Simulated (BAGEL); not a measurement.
**One shape, several levels: H2S (hydrogen sulfide)**

Wanted: a comparison of 3 runs (HF/3-21G, HF/cc-pVDZ, RI-MP2/3-21G) of H2S (hydrogen sulfide). 

The results are computed with BAGEL 1.2.2.

3 further runs of the same task are left out: 3 set aside as unsound or not needed.

## Step 1: The structure to begin with

The species is H2S (3 atoms), meant as a singlet with charge 0. As SMILES, `S`. The coordinates come from a PBE0-D4/def2-TZVP relaxation.

Bond lengths: S1–H2 1.341 Å, S1–H3 1.341 Å. Angles: H2–S1–H3 92.3°.

## Step 2: The energy at HF/3-21G (run 1)

job.json reads:

```json
{ "bagel" : [

{
  "title" : "molecule",
  "basis" : "3-21g",
  "df_basis" : "qzvpp-jkfit",
  "geometry" : [
    { "atom" : "S", "xyz" : [     0.93635929,    -0.53025715,     0.46090420 ] },
    { "atom" : "H", "xyz" : [     0.18500419,     1.88537975,     0.30689152 ] },
    { "atom" : "H", "xyz" : [    -1.12136348,    -1.35512260,    -0.76779572 ] }
  ]
},

{
  "title" : "hf",
  "df" : false
},

{
  "title" : "print",
  "file" : "orbitals.molden",
  "orbitals" : true
}

]}
```

On the command line:

```
$ BAGEL_NUM_THREADS=1 BAGEL job.json > job.out
```

The program printed:

```text
* using 1 threads per process

  ===============================================================
  ===============================================================

  *** Geometry ***

  { "atom" : "S", "xyz" : [      0.936359,     -0.530257,      0.460904 ] },
  { "atom" : "H", "xyz" : [      0.185004,      1.885380,      0.306892 ] },
  { "atom" : "H", "xyz" : [     -1.121363,     -1.355123,     -0.767796 ] },

  Number of auxiliary basis functions:      164

  Since a DF basis is specified, we compute 2- and 3-index integrals:
    o Being stored without compression. Storage requirement is 0.000 GB

  Number of basis functions:       17
  Number of electrons      :       18

    * METHOD: MOLECULE                             0.03

  *** RHF ***

  === Nuclear Repulsion ===
    12.8990795272

      * DIIS with orbital gradients will be used.

  === RHF iteration (3-21g) ===
      0       -396.66506749          0.02160958           0.00
      1       -396.70283095          0.00286506           0.00
      2       -396.70407516          0.00080377           0.00
      3       -396.70413790          0.00024477           0.00
      4       -396.70414407          0.00002921           0.00
      5       -396.70414420          0.00000414           0.00
      6       -396.70414420          0.00000066           0.00
      7       -396.70414420          0.00000011           0.00
      8       -396.70414420          0.00000002           0.00
      9       -396.70414420          0.00000000           0.00
    * SCF iteration converged.

    * Permanent dipole moment:
           (    0.569056,    -0.322297,     0.280102) a.u.

    * METHOD: HF                                   0.06

    * METHOD: PRINT                                0.00

  ===============================================================
```

Wall time 0.26 s (1 thread of Arm Neoverse V2, shared host).

## Step 3: The energy at HF/cc-pVDZ (run 2)

calc.json reads:

```json
{ "bagel": [

{
  "title": "molecule",
  "basis": "cc-pvdz.json",
  "df_basis": "qzvpp-jkfit",
  "angstrom": true,
  "geometry": [
    { "atom": "S", "xyz": [       0.495500,      -0.280600,       0.243900 ] },
    { "atom": "H", "xyz": [       0.097900,       0.997700,       0.162400 ] },
    { "atom": "H", "xyz": [      -0.593400,      -0.717100,      -0.406300 ] }
  ]
},

{
  "title": "hf",
  "df": false
},

{
  "title": "print",
  "file": "orbitals.molden",
  "orbitals": true
}

]}
```

The basis set cc-pVDZ is read from a file made from the Basis Set Exchange's data (not shown).

On the command line:

```
$ BAGEL_NUM_THREADS=1 BAGEL calc.json > calc.out
```

The program printed:

```text
* using 1 threads per process

  ===============================================================
  ===============================================================

  *** Geometry ***

  { "atom" : "S", "xyz" : [      0.936359,     -0.530257,      0.460904 ] },
  { "atom" : "H", "xyz" : [      0.185004,      1.885380,      0.306892 ] },
  { "atom" : "H", "xyz" : [     -1.121363,     -1.355123,     -0.767796 ] },

  Number of auxiliary basis functions:      164

  Since a DF basis is specified, we compute 2- and 3-index integrals:
    o Being stored without compression. Storage requirement is 0.001 GB

  Number of basis functions:       28
  Number of electrons      :       18

    * METHOD: MOLECULE                             0.02

  *** RHF ***

  === Nuclear Repulsion ===
    12.8990794789

      * DIIS with orbital gradients will be used.

  === RHF iteration (cc-pvdz.json) ===
      0       -398.63348958          0.01720197           0.02
      1       -398.69083142          0.00493038           0.02
      2       -398.69423976          0.00152236           0.01
      3       -398.69456483          0.00028741           0.01
      4       -398.69457695          0.00003394           0.01
      5       -398.69457717          0.00001005           0.01
      6       -398.69457719          0.00000235           0.02
      7       -398.69457719          0.00000030           0.02
      8       -398.69457719          0.00000005           0.02
      9       -398.69457719          0.00000001           0.01
     10       -398.69457719          0.00000000           0.01
    * SCF iteration converged.

    * Permanent dipole moment:
           (    0.408702,    -0.231473,     0.201172) a.u.

    * METHOD: HF                                   0.21

    * METHOD: PRINT                                0.00

  ===============================================================
```

Run time: 0.41 s. Hardware: 1 thread of Arm Neoverse V2, shared host.

## Step 4: Energy and forces at RI-MP2/3-21G (density fitting with qzvpp-jkfit, cc-pv5z-ri for correlation) (run 3)

input.json reads:

```json
{ "bagel": [

{
  "title": "molecule",
  "basis": "3-21g",
  "df_basis": "qzvpp-jkfit",
  "angstrom": "true",
  "geometry": [
    { "atom": "S", "xyz": [    0.495500,   -0.280600,    0.243900 ] },
    { "atom": "H", "xyz": [    0.097900,    0.997700,    0.162400 ] },
    { "atom": "H", "xyz": [   -0.593400,   -0.717100,   -0.406300 ] }
  ]
},
{
  "title": "force",
  "method": [
    { "title": "mp2", "ncore": 5, "aux_basis": "cc-pv5z-ri" }
  ]
}

]}
```

On the command line:

```
$ BAGEL_NUM_THREADS=1 BAGEL input.json > input.out
```

The program printed:

```text
* using 1 threads per process

  ===============================================================
  ===============================================================

  *** Geometry ***

  { "atom" : "S", "xyz" : [      0.936359,     -0.530257,      0.460904 ] },
  { "atom" : "H", "xyz" : [      0.185004,      1.885380,      0.306892 ] },
  { "atom" : "H", "xyz" : [     -1.121363,     -1.355123,     -0.767796 ] },

  Number of auxiliary basis functions:      164

[... 23 lines left out ...]
    * SCF iteration converged.
[... 1 line left out ...]
    * Permanent dipole moment:
[... 13 lines left out ...]
      MP2 correlation energy:   -0.0615343826
[... 1 line left out ...]
    * Permanent dipole moment: MP2 unrelaxed
[... 12 lines left out ...]
    * Permanent dipole moment: MP2 relaxed
           (    0.554805,    -0.314227,     0.273087) a.u.

  * Nuclear energy gradient

    o Atom   0
        x         -0.0110556967
        y          0.0062941065
        z         -0.0054383348
    o Atom   1
        x          0.0009390694
        y         -0.0145655259
        z         -0.0010596882
    o Atom   2
        x          0.0101166274
        y          0.0082714194
        z          0.0064980231

    * METHOD: FORCE                                0.26

  ===============================================================
```

It took 0.46 s on 1 thread of Arm Neoverse V2, shared host.

## Step 5: All runs side by side

| run | level | integral approximation | task | energy (Eh) | dipole moment (D) | HOMO energy (eV) | LUMO energy (eV) | wall time |
| --- | --- | --- | --- | --- | --- | --- | --- | --- |
| 1 | HF/3-21G | none | energy | -396.704144 | 1.81 | -10.69 | 4.89 | 0.26 s |
| 2 | HF/cc-pVDZ | none | energy | -398.694577 | 1.30 | -10.35 | 4.38 | 0.41 s |
| 3 | RI-MP2/3-21G (density fitting with qzvpp-jkfit, cc-pv5z-ri for correlation) | qzvpp-jkfit | gradient | -396.765656 | 1.76 | – | – | 0.46 s |

## Step 6: Results

| quantity | value |
| --- | --- |
| run 3: total energy | -396.76566 Eh |
| run 3: dipole moment (of the density that the program reports) | 1.76 D |
| run 3: correlation energy (5 core orbitals frozen) | -61.5 mEh |
| run 3: largest force on an atom | 0.753 eV/Å |

**Reading.** The dipole moment (its size) runs from 1.30 D (HF/cc-pVDZ) to 1.81 D (HF/3-21G). All runs together took 1.1 s, the longest 0.46 s.
